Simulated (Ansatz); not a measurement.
1T (CdI2-type) PtS2 was calculated with r²SCAN+rVV10 (Ansatz, a first-principles code, PAW).

Numerical settings: plane-wave cutoff 600 eV, 12×12×8 k mesh (along the axes of the cell as run), scalar-relativistic PAW data made under PBE.

Cell (relaxed at this level):

Space group P-3m1 (No. 164); a = b = 3.552 Å, c = 5.126 Å, α = β = 90.00°, γ = 120.00°

```tsv
atom	site	symmetry	x	y	z
Pt	1a	-3m.	0.0000	0.0000	0.0000
S	2d	3m.	0.3333	0.6667	0.2391
```

**Question.** Predict the Poisson ratio, Voigt–Reuss–Hill bulk modulus, elastic constant C11, elastic constant C13, elastic constant C12, elastic constant C33, elastic constant C44 and elastic constant C66.

**Answer.** 
- Poisson ratio = 0.214
- Voigt–Reuss–Hill bulk modulus = 50.0 GPa
- elastic constant C11 = 212 GPa
- elastic constant C13 = 27.4 GPa
- elastic constant C12 = 64.1 GPa
- elastic constant C33 = 23.8 GPa
- elastic constant C44 = 25.3 GPa
- elastic constant C66 = 74.1 GPa

Elastic constants are with the ions relaxed.

Spin–orbit coupling is not included.

The computed numbers hold no vibrational or temperature effects.
